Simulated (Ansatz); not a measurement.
The first iterations of a band of CHO2 (4 atoms, charge -1, multiplicity 1).

Level of theory: RKS revPBE-D4/def2-mTZVP (Ansatz).

| Property | Result |
| --- | --- |
| movable images | 7 |
| climbing image | yes |
| spring | 5.0 eV/Å² |
| optimiser | quadratic models (default) |
| start path | through a guess of the saddle point |
| force threshold | 0.05 eV/Å |
| iteration limit | 60 |
| end points | relaxed |

Image 0:

```xyz
4
Properties=species:S:1:pos:R:3
O -0.020 0.341 1.257
C 0.635 -0.362 0.465
O 0.083 -0.299 -0.906
H -0.698 0.319 -0.816
```

Image 8:

```xyz
4
Properties=species:S:1:pos:R:3
O 0.237 0.221 1.558
C 0.512 -0.264 0.471
O -0.553 0.255 -0.624
H -0.197 -0.213 -1.405
```

| iteration | highest image above the first end (eV) | largest band force component (eV/Å) |
| --- | --- | --- |
| 1 | 7.821 | 61.052 |
| 2 | 0.676 | 2.785 |
| 3 | 0.554 | 2.097 |

Task: Does the band converge within its limit, and where does its top end?

Result: It converged. It ended after 10 iterations with the highest image 0.409 eV above the first end. A vibrational analysis at the climbing image gives one clearly imaginary mode, 435i cm⁻¹: a first-order saddle point. Limits of this set-up: an anion without diffuse functions.

The run took 2.4 min on 1 thread of AMD EPYC (Zen 3) (shared host), peak memory 0.12 GiB.
